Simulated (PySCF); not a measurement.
Working out the ionisation energy of Al

Al [Ne] 3s2 3p1 (2P) → Al⁺ [Ne] 3s2 (1S). Computed with PySCF 2.14 in x2c-TZVPall (5s5p2d1f, 37 functions), with the spin-free X2C one-electron Hamiltonian (Gaussian nucleus). Frozen: [Ne]. Energies in hartree (1 hartree = 27.21139 eV):

```csv
part,Al (lower),Al⁺ (upper)
UHF,-242.310065,-242.104750
CCSD correlation,-0.050286,-0.039102
(T),-0.001098,0.000000
```

**Question.** What does Hartree-Fock give?

**Answer.** (-242.104750) − (-242.310065) = 0.205315 hartree = 5.587 eV.

**Question.** What do CCSD and CCSD(T) give?

**Answer.** The CCSD correlation energies differ by 0.011184 hartree = 0.304 eV and the triples by 0.001098 hartree = 0.030 eV, so CCSD gives 5.891 eV and CCSD(T) 5.921 eV.

Measured between the centres of the two terms (NIST): 5.977 eV, so CCSD(T) (valence) is off by -0.056 eV.

What remains against the reference includes basis incompleteness, the frozen core and higher excitations.
